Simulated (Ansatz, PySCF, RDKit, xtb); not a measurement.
# Which structure has the formula SiHOF?, part 2 of 2

Given the formula SiHOF and nothing else, which arrangement of the atoms is the most stable in the gas at 600 K, and what are its properties?

xtb, Ansatz and PySCF; isolated molecules. The steps go on from the part before.

## 13. Frequencies after a tight-binding relaxation (GFN2-xTB)

File start.xyz:

```xyz
4
c032a
F     -0.753734     1.283466    -1.963511
O     -2.406094     0.152190    -0.405004
Si    -1.644547     1.602247    -0.619161
H     -2.255436    -0.588662    -1.004876
```

Started as:

```sh
xtb start.xyz --gfn 2 --ohess tight
```

The program printed, cut to the lines that bear on the results:

```text
* xtb version 6.7.1
[...]
          :  # basis functions                  19          :
[...]
          :  # electrons                        18          :
[...]
          :  Hamiltonian                  GFN2-xTB          :
[...]
          :  net charge                          0          :
          :  unpaired electrons                  0          :
[...]
   *** convergence criteria satisfied after 11 iterations ***
[...]
   *** GEOMETRY OPTIMIZATION CONVERGED AFTER 8 ITERATIONS ***
[...]
   *** convergence criteria satisfied after 3 iterations ***
[...]
         ::                     SUMMARY                     ::
         :::::::::::::::::::::::::::::::::::::::::::::::::::::
         :: total energy             -11.103862890484 Eh    ::
         :: gradient norm              0.000269011479 Eh/a0 ::
         :: HOMO-LUMO gap              3.871297467220 eV    ::
         ::.................................................::
         :: SCC energy               -11.144395019113 Eh    ::
         :: -> isotropic ES            0.041824895274 Eh    ::
         :: -> anisotropic ES         -0.001281274846 Eh    ::
         :: -> anisotropic XC         -0.006302226484 Eh    ::
         :: -> dispersion             -0.001271614255 Eh    ::
         :: repulsion energy           0.040532128629 Eh    ::
         :: add. restraining           0.000000000000 Eh    ::
         :: total charge              -0.000000000000 e     ::
         :::::::::::::::::::::::::::::::::::::::::::::::::::::
[...]
         9        2.0000           -0.3738987             -10.1743 (HOMO)
        10                         -0.2316311              -6.3030 (LUMO)
[...]
     #   Z          covCN         q      C6AA      α(0)
     1   9 F        0.704    -0.319    12.546     4.182
     2   8 O        1.576    -0.473    22.371     6.382
     3  14 Si       1.476     0.491   187.444    29.240
     4   1 H        0.807     0.301     0.718     1.331
[...]
molecular dipole:
                 x           y           z       tot (Debye)
 q only:       -0.234       0.229       0.432
   full:       -0.158      -0.359       0.012       0.997
molecular quadrupole (traceless):
[...]
          | TOTAL ENERGY              -11.103862890484 Eh   |
          | TOTAL ENTHALPY            -11.084025073322 Eh   |
          | TOTAL FREE ENERGY         -11.114480307343 Eh   |
          | GRADIENT NORM               0.000268995239 Eh/α |
[...]
```

It took 0.29 s on 1 thread of AMD EPYC (Zen 3), shared host.

## 14. Electronic excitations (TD-B3LYP/def2-SVPD)

An in-house driver calls PySCF's response routines at TD-B3LYP/def2-SVPD; it has no typed input.

The program printed:

```text
coarse grid: 4416 points
cycle   1  E = -464.8430371528  dE =  2.111e-01  |g| = 8.602e-01  |ddm| = 2.071e+00
cycle   2  E = -464.4292327620  dE =  4.138e-01  |g| = 1.683e+00  |ddm| = 1.766e+00
cycle   3  E = -464.9787240604  dE = -5.495e-01  |g| = 1.208e-01  |ddm| = 1.172e+00
cycle   4  E = -464.9802158650  dE = -1.492e-03  |g| = 9.905e-02  |ddm| = 1.578e-01
cycle   5  E = -464.9818604316  dE = -1.645e-03  |g| = 9.934e-03  |ddm| = 6.501e-02
cycle   6  E = -464.9818827243  dE = -2.229e-05  |g| = 1.655e-03  |ddm| = 1.294e-02
cycle   7  E = -464.9818833829  dE = -6.586e-07  |g| = 2.038e-04  |ddm| = 2.560e-03
final grid: 40112 points
cycle   8  E = -465.0452224464  dE = -7.423e-06  |g| = 1.559e-03  |ddm| = 1.178e-02
cycle   9  E = -465.0452217998  dE =  6.466e-07  |g| = 2.556e-03  |ddm| = 2.823e-03
cycle  10  E = -465.0452228998  dE = -1.100e-06  |g| = 1.515e-04  |ddm| = 1.713e-03
cycle  11  E = -465.0452229033  dE = -3.451e-09  |g| = 9.386e-05  |ddm| = 2.556e-04
cycle  12  E = -465.0452229048  dE = -1.557e-09  |g| = 3.630e-05  |ddm| = 9.065e-05
cycle  13  E = -465.0452229051  dE = -2.558e-10  |g| = 3.104e-06  |ddm| = 3.223e-05
converged SCF energy = -465.0452229051

Static polarisability (au): isotropic 33.653, principal 31.280 32.836 36.841

Singlet excitations
state   eV       nm        f      main configurations
  1   5.5242    224.4   0.14188   H->L 0.96
  2   7.0570    175.7   0.10538   H->L+1 0.81, H-1->L 0.16
  3   7.1606    173.1   0.02040   H-2->L 0.97
  4   7.5807    163.6   0.15406   H->L+2 0.71, H-1->L 0.24
  5   7.6738    161.6   0.25668   H-1->L 0.53, H->L+2 0.24, H->L+1 0.15
  6   8.4150    147.3   0.21687   H->L+3 0.96
  7   8.7165    142.2   0.05513   H->L+4 0.92
  8   8.8801    139.6   0.02989   H-1->L+1 0.86, H-4->L 0.13

Triplet excitations (Tamm-Dancoff, eV): 3.3049 5.7254 6.3133
```

Wall time 8.4 s (1 thread of AMD EPYC (Zen 3), shared host).

The roots found:

| excited state | energy (eV) | strength |
| --- | --- | --- |
| 1 | 5.524 | 0.1419 |
| 2 | 7.057 | 0.1054 |
| 3 | 7.161 | 0.0204 |
| 4 | 7.581 | 0.1541 |
| 5 | 7.674 | 0.2567 |
| 6 | 8.415 | 0.2169 |
| 7 | 8.716 | 0.0551 |
| 8 | 8.880 | 0.0299 |

## 15. NMR shieldings (GIAO PBE0/pcSseg-1)

An in-house driver calls PySCF's response routines at GIAO PBE0/pcSseg-1; it has no typed input.

The program printed:

```text
coarse grid: 4416 points
cycle   1  E = -464.7506294905  dE =  2.059e-01  |g| = 8.587e-01  |ddm| = 1.758e+00
cycle   2  E = -464.5024309800  dE =  2.482e-01  |g| = 1.445e+00  |ddm| = 1.160e+00
cycle   3  E = -464.8759688381  dE = -3.735e-01  |g| = 1.074e-01  |ddm| = 7.723e-01
cycle   4  E = -464.8774917510  dE = -1.523e-03  |g| = 7.344e-02  |ddm| = 9.866e-02
cycle   5  E = -464.8782993777  dE = -8.076e-04  |g| = 7.546e-03  |ddm| = 3.519e-02
cycle   6  E = -464.8783109121  dE = -1.153e-05  |g| = 1.514e-03  |ddm| = 7.917e-03
cycle   7  E = -464.8783113659  dE = -4.537e-07  |g| = 1.605e-04  |ddm| = 1.273e-03
final grid: 40112 points
cycle   8  E = -464.9099232290  dE = -7.468e-06  |g| = 5.184e-03  |ddm| = 6.687e-03
cycle   9  E = -464.9099149025  dE =  8.326e-06  |g| = 8.528e-03  |ddm| = 6.515e-03
cycle  10  E = -464.9099276116  dE = -1.271e-05  |g| = 3.900e-04  |ddm| = 4.267e-03
cycle  11  E = -464.9099276299  dE = -1.839e-08  |g| = 1.939e-04  |ddm| = 3.033e-04
cycle  12  E = -464.9099276354  dE = -5.419e-09  |g| = 2.909e-05  |ddm| = 9.559e-05
cycle  13  E = -464.9099276355  dE = -1.156e-10  |g| = 3.216e-06  |ddm| = 1.771e-05
converged SCF energy = -464.9099276355

GIAO shielding tensors (ppm)
atom      isotropic    diamagn.    paramagn.     s11        s22        s33       span
  0 F      144.190     474.870    -330.680   -113.373    211.108    334.834    448.207
  1 O      145.863     391.994    -246.132    -64.970    201.754    300.804    365.774
  2 Si     304.217     875.917    -571.700     91.551    315.871    505.229    413.678
  3 H       25.944      31.916      -5.972     19.051     21.916     36.865     17.814
```

Run time: 6.9 s. Hardware: 1 thread of AMD EPYC (Zen 3), shared host.

Isotropic shieldings, averaged over atoms that the bond graph makes equivalent (absolute, not shifts):

| atoms | shielding (ppm) |
| --- | --- |
| F1 | 144.2 |
| O2 | 145.9 |
| Si3 | 304.2 |
| H4 | 25.94 |

## 16. The cation at the same geometry (PBE0/def2-TZVPD)

File input.yaml:

```yaml
crystal:
  periodic: [false, false, false]
  atoms:
    - {symbol: F, position_ang: [-0.753734, 1.283466, -1.963511]}
    - {symbol: O, position_ang: [-2.406094, 0.152190, -0.405004]}
    - {symbol: Si, position_ang: [-1.644547, 1.602247, -0.619161]}
    - {symbol: H, position_ang: [-2.255436, -0.588662, -1.004876]}
basis:
  gaussian:
    orbitals: def2-TZVPD
total_charge: 1
magnetization:
  spin_polarized: true
  initial_magnetization: 1
hamiltonian:
  xc: {name: PBE0}
```

Started as:

```sh
ansatz run input.yaml --threads 1 --pin off --max-ram 2610MiB --events-out events.jsonl --progress --plain --runs-dir runs
```

The program printed:

```text
Warning: RAYON_NUM_THREADS=1 ignored (pool sized by the plan → 1); use --threads N
[... 2 set-up lines as earlier in the session ...]
  parameter a = 0.25
  parameter kappa = 0.804
  parameter beta = 0.06672455060314922
  exchange = (1 - a)*pbe_x(kappa = kappa, mu = beta*pi^2/3) + a*exact_x
  correlation = pbe_c(beta = beta)
728 factors; their error is unknown
mean field evaluation 1: about -12624.7475 eV, gradient 7.8e1 eV
mean field evaluation 2: about -12516.4941 eV, gradient 1.7e2 eV
mean field evaluation 4: about -12642.5697 eV, gradient 2.0e1 eV
mean field evaluation 8: about -12643.7947 eV, gradient 1.4e-1 eV
mean field evaluation 16: about -12643.8147 eV, gradient 1.7e-4 eV
mean field -12643.81471419 eV, -464.6516204610 hartree, gradient 6.9e-5 eV, S^2 0.753675; 0 other end points of the search recorded, 0 dependent functions left out
reference -12643.81474769 eV, -464.6516216923 hartree; 16, 15 occupied and 116, 117 virtual orbitals, 728 factors
Total energy: -12643.81474769 eV, -464.6516216923 hartree
```

Run time: 11 s. Hardware: 1 thread of AMD EPYC (Zen 3), shared host.

Difference from the parent: 10.44 eV.

## 17. The anion at the same geometry (PBE0/def2-TZVPD)

Changes to input.yaml since step 16:

```diff
@@ -10,3 +10,5 @@
     orbitals: def2-TZVPD
-total_charge: 1
+total_charge: -1
+scf:
+  lower_state_search: off
 magnetization:
```

Started as:

```sh
ansatz run input.yaml --threads 1 --pin off --max-ram 2610MiB --events-out events.jsonl --progress --plain --runs-dir runs
```

The program printed, cut to the lines that bear on the results:

```text
Warning: RAYON_NUM_THREADS=1 ignored (pool sized by the plan → 1); use --threads N
[... 2 set-up lines as earlier in the session ...]
[...]
728 factors; their error is unknown
[...]
mean field -12654.04366605 eV, -465.0275275085 hartree, gradient 1.5e-6 eV, S^2 0.760630; 0 other end points of the search recorded, 0 dependent functions left out
reference -12654.04369608 eV, -465.0275286120 hartree; 17, 16 occupied and 115, 116 virtual orbitals, 728 factors
Total energy: -12654.04369608 eV, -465.0275286120 hartree
Checks for a lower state left out: stability, starts, cluster_reference, orbital_swaps, neighbouring_geometries, increment
```

It took 7.5 s on 1 thread of AMD EPYC (Zen 3), shared host.

Parent less the species with the added electron: -0.21 eV. The extra electron isn't bound at this geometry, so the number measures the basis, not the molecule.

## 18. The triplet at the same geometry (PBE0/def2-TZVPD)

Changes to input.yaml since step 17:

```diff
@@ -10,9 +10,6 @@
     orbitals: def2-TZVPD
-total_charge: -1
-scf:
-  lower_state_search: off
 magnetization:
   spin_polarized: true
-  initial_magnetization: 1
+  initial_magnetization: 2
 hamiltonian:
-  xc: {name: PBE0}
+  xc: pbe0
```

Started as:

```sh
ansatz run input.yaml --threads 1 --pin off --max-ram 2610MiB --events-out events.jsonl --progress --plain --runs-dir runs
```

The program printed, cut to the lines that bear on the results:

```text
Warning: RAYON_NUM_THREADS=1 ignored (pool sized by the plan → 1); use --threads N
[... 7 set-up lines as earlier in the session ...]
728 factors; their error is unknown
mean field evaluation 1: about -12645.2413 eV, gradient 4.3e1 eV
mean field evaluation 2: about -12619.4874 eV, gradient 8.7e1 eV
mean field evaluation 4: about -12650.9109 eV, gradient 7.6e0 eV
mean field evaluation 8: about -12651.0990 eV, gradient 1.6e-1 eV
mean field evaluation 16: about -12651.0991 eV, gradient 5.7e-5 eV
mean field -12651.09914186 eV, -464.9193182405 hartree, gradient 5.7e-5 eV, S^2 2.001661; 0 other end points of the search recorded, 0 dependent functions left out
reference -12651.09917681 eV, -464.9193195248 hartree; 17, 15 occupied and 115, 117 virtual orbitals, 728 factors
Total energy: -12651.09917681 eV, -464.9193195248 hartree
```

Wall time 9.7 s (1 thread of AMD EPYC (Zen 3), shared host).

It lies 3.16 eV above the singlet.

## 19. Stability of the closed-shell solution (PBE0/def2-SVP)

File input.py:

```python
# O[Si]F
from pyscf import gto, dft

mol = gto.M(
    atom='''
F       -0.753734       1.283466      -1.963511
O       -2.406094       0.152190      -0.405004
Si      -1.644547       1.602247      -0.619161
H       -2.255436      -0.588662      -1.004876
''',
    basis='def2-svp',
    charge=0,
    spin=0,
    verbose=3,
    max_memory=1860,
)

myscf = dft.RKS(mol, xc='pbe0')
myscf = myscf.density_fit(auxbasis='def2-universal-jkfit')
myscf.grids.level = 3
myscf.max_cycle = 100
myscf.kernel()
if not myscf.converged:
    myscf = myscf.newton().run(myscf.mo_coeff, myscf.mo_occ)

energy = myscf.e_tot
print(f'total energy: {energy:.8f} hartree')
mo_i, mo_e, stable_i, stable_e = myscf.stability(internal=True, external=True, return_status=True)
print('stable: internal', stable_i, 'external', stable_e)
```

Started as:

```sh
OMP_NUM_THREADS=1 python input.py
```

The program printed:

```text
converged SCF energy = -464.701239833753
total energy: -464.70123983 hartree
<class 'pyscf.df.df_jk.DFRKS'> wavefunction is stable in the internal stability analysis
<class 'pyscf.df.df_jk.DFRKS'> wavefunction is stable in the real -> complex stability analysis
<class 'pyscf.df.df_jk.DFRKS'> wavefunction is stable in the RHF/RKS -> UHF/UKS stability analysis
stable: internal True external True
```

Run time: 29 s. Hardware: 1 thread of AMD EPYC (Zen 3), shared host.

## 20. What came out

The summary covers parts 1 to 2.

| quantity | value |
| --- | --- |
| lowest structure found | O[Si]F, singlet, Cs |
| next finalist | O=[SiH]F, singlet, 12.5 kcal/mol higher in G |
| share at equilibrium, among the finalists | 100.0 % |
| funnel | 19 starts, 5 minima at GFN2-xTB, 5 screening runs, 3 relaxed, 3 ranked |
| CPU time of all runs | 7.3 min |
| harmonic wavenumbers, lowest and highest (B3LYP-D3(BJ)/6-311G**) | 307 and 3813 cm⁻¹ |
| rotational constants, same geometry | 0.8762, 0.2931, 0.2197 cm⁻¹ |
| dipole moment (PBE0/def2-TZVPD) | 0.81 D |
| HOMO energy (PBE0/def2-TZVPD) | -7.94 eV |
| LUMO energy (PBE0/def2-TZVPD) | -1.75 eV |
| HOMO–LUMO gap (PBE0/def2-TZVPD) | 6.19 eV |
| lowest excitation (TD-B3LYP/def2-SVPD) | 5.52 eV (f = 0.142) |
| strongest of the states computed, same level | 7.67 eV (f = 0.257) |
| lowest triplet excitation, same level, Tamm-Dancoff | 3.30 eV |
| vertical ionisation energy | 10.44 eV |
| vertical electron affinity | -0.21 eV (unbound: the value depends on the basis) |
| vertical triplet less singlet | +3.16 eV |

What this shows: `O[Si]F` comes out lowest. The margin of 12.5 kcal/mol over the next finalist is beyond the usual error of the last level; it says nothing of structures that weren't ranked. HF/STO-3G, r2SCAN-D4/def2-SVP, B3LYP-D3(BJ)/6-311G**, HF/def2-TZVPP and MP2/def2-TZVPP already put its bonding pattern lowest among the structures in one piece. The largest share of the time went into the vibrations (32 %). Lowest found is not proven lowest: the search is finite, and each finalist counts with one conformer.
